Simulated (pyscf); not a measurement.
[HSi=SiH₂]• (SMILES [SiH]=[SiH2]) + H₂ (SMILES [H][H]) -> :HSi–SiH₃ (SMILES [SiH][SiH3]) [singlet] + H• (SMILES [H]) (hydrogen abstraction; doublet surface; H–H broken, H–Si formed). PySCF, gas phase, ωB97X-D3(BJ)/def2-SVP geometries. Energies in eV from the separated reactants.

| level | barrier | reaction energy |
|---|---|---|
| ωB97X-D3(BJ)/def2-TZVP | 1.37 | +1.24 |
| r²SCAN/def2-TZVP | 1.30 | +1.51 |
| B3LYP-D3(BJ)/def2-TZVP | 1.37 | +1.43 |
| PBE0-D3(BJ)/def2-TZVP | 1.32 | +1.34 |
| ωB97M-D3(BJ)/def2-TZVP | 1.41 | +1.28 |
| HF/def2-TZVP | 1.24 | +0.88 |

At r²SCAN, B3LYP-D3(BJ), PBE0-D3(BJ) this geometry lies under the product side: in single points on another level's saddle the reverse barrier vanishes, and the forward threshold there is about the reaction energy. One saddle was located; it need not be the lowest between these sides. The angle at the transferred H is 166°.
